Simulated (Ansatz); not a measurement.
1T (CdI2-type) ZrSe2, treated with PBEsol in Ansatz (PAW).

Run with plane-wave cutoff 560 eV, 24×24×12 k mesh (along the axes of the cell as run), perturbation theory, scalar-relativistic PAW data made under PBE.

Computed at the level's own relaxed cell.

Task: Estimate the electronic dielectric constant ε∞ (mean over three axes) and static dielectric constant (mean over three axes) that the calculation returns.

Result: 
electronic dielectric constant ε∞ (mean over three axes): 15.0
static dielectric constant (mean over three axes): 54.6

Note: the cell comes from a level without a dispersion term, which matters for the spacing of layers, chains or molecules; the cell has widely spaced layers and the level no dispersion term, so their spacing and the moduli can rest on weak binding.

Ansatz is a quantum-chemistry and plane-wave program.
